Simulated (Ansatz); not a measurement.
# C₄H₈F₂: small, medium and large basis sets

The task here is to estimate one member of a computed series from the others.

Computed with Ansatz 0.2.0, Gaussian basis. Level: one geometry, several basis sets.

The runs, in order: PBE0-D4/def2-SVP; ωB97M-V/def2-SVP; PBE0-D4/def2-QZVPP; ωB97M-V/def2-QZVPP; the functionals' def2-TZVPP values are taken from earlier runs.

### Structure used throughout

An earlier PBE0-D4 in a triple-zeta def2 set relaxation fixed the geometry.

14 atoms, charge 0, spin multiplicity 1.

Atoms are counted from 1 here; the program's logs count them from 0.

Bond lengths: C1–C2 1.506 Å, C1–H7 1.093 Å, C1–H8 1.091 Å, C1–H9 1.092 Å, C2–F3 1.397 Å, C2–C4 1.513 Å, C2–H10 1.095 Å, C4–C5 1.507 Å, C4–H11 1.096 Å, C4–H12 1.094 Å, C5–F6 1.387 Å, C5–H13 1.093 Å, C5–H14 1.093 Å. Angles: C2–C1–H7 110.6°, C2–C1–H8 110.4°, C2–C1–H9 110.2°, H7–C1–H8 108.6°, H7–C1–H9 108.5°, H8–C1–H9 108.3°, C1–C2–F3 108.5°, C1–C2–C4 113.5°, C1–C2–H10 110.6°, F3–C2–C4 108.0°, F3–C2–H10 106.1°, C4–C2–H10 109.8°, C2–C4–C5 113.3°, C2–C4–H11 108.8°, C2–C4–H12 109.2°, C5–C4–H11 108.8°, C5–C4–H12 109.2°, H11–C4–H12 107.4° and more.

The first run:

The input, in.yaml:

```yaml
crystal:
  periodic: [false, false, false]
  atoms:
    - {symbol: C, position_ang: [-0.150301, -0.782597, -1.772358]}
    - {symbol: C, position_ang: [-0.555512, -0.131057, -0.476071]}
    - {symbol: F, position_ang: [-1.494442, -0.949847, 0.156071]}
    - {symbol: C, position_ang: [0.598009, 0.080814, 0.479963]}
    - {symbol: C, position_ang: [0.196845, 0.787499, 1.749385]}
    - {symbol: F, position_ang: [-0.209216, 2.082198, 1.460136]}
    - {symbol: H, position_ang: [0.346874, -1.737182, -1.584125]}
    - {symbol: H, position_ang: [-1.025752, -0.963327, -2.397694]}
    - {symbol: H, position_ang: [0.537035, -0.135523, -2.321815]}
    - {symbol: H, position_ang: [-1.060794, 0.821909, -0.664716]}
    - {symbol: H, position_ang: [1.026942, -0.893782, 0.738136]}
    - {symbol: H, position_ang: [1.379393, 0.659131, -0.022554]}
    - {symbol: H, position_ang: [-0.638608, 0.279413, 2.237715]}
    - {symbol: H, position_ang: [1.036629, 0.853152, 2.446626]}
basis:
  gaussian: {orbitals: def2-SVP}
hamiltonian: {xc: pbe0, dispersion: d4}
output: {orbitals: {seedname: orbitals}}
```

Started as:

```console
ansatz run in.yaml --threads 4 --pin off --events-out ev --progress --plain --max-ram 11315MiB
```

Steps of the session up to this table: PBE0-D4 in def2-SVP; ωB97M-V in def2-SVP; PBE0-D4 in def2-QZVPP; ωB97M-V in def2-QZVPP.

One of the session's tables, all rows but one given; the rest of the session is left out.

It belongs to the step «Density functionals: the series». 

```
functional       basis  HOMO (eV)  LUMO (eV)
   PBE0-D4    def2-SVP          ?          ?
   PBE0-D4  def2-TZVPP      -9.10       1.28
   PBE0-D4  def2-QZVPP      -9.14       0.80
   ωB97M-V    def2-SVP     -11.35       3.52
   ωB97M-V  def2-TZVPP     -11.48       2.70
   ωB97M-V  def2-QZVPP     -11.52       1.94
```

**Question.** Estimate the row for PBE0-D4, def2-SVP.

**Answer.** HOMO (eV): -8.98; LUMO (eV): 1.88. In the column «HOMO (eV)» it is the highest.
